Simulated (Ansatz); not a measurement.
Basis-set extrapolation for C$_{2}$H$_{5}$O (`[CH2]OC`) radical (PBE0-D4/def2-TZVP geometry, frozen core, Ansatz). Multiplicity 2, UHF reference.

```json
{"": "HF", "def2-TZVPP": "-153.505367", "def2-QZVPP": "-153.512985"}
{"": "MP2 correlation", "def2-TZVPP": "-0.560699", "def2-QZVPP": "-0.600976"}
{"": "CCSD(T) correlation", "def2-TZVPP": "-0.612886", "def2-QZVPP": "not run"}
```

Energies in hartree. Use E(X) = E(∞) + A·exp(−7.88·√X) for Hartree–Fock and E(X) = E(∞) + B·X^(−2.97) for correlation, with X = 3 and 4, and add CCSD(T) minus MP2 of the smaller set to the MP2 limit.

Question: What is the CCSD(T) energy at the basis-set limit?

Answer: HF limit: -153.512985 + (-0.007618) × 0.13774 = -153.51403. MP2 limit: -0.600976 + (-0.040277) × 0.74074 = -0.63081. Higher-order term: -0.612886 − (-0.560699) = -0.05219. Total: -154.19703 hartree, 49.4 kcal/mol below CCSD(T)/def2-TZVPP.
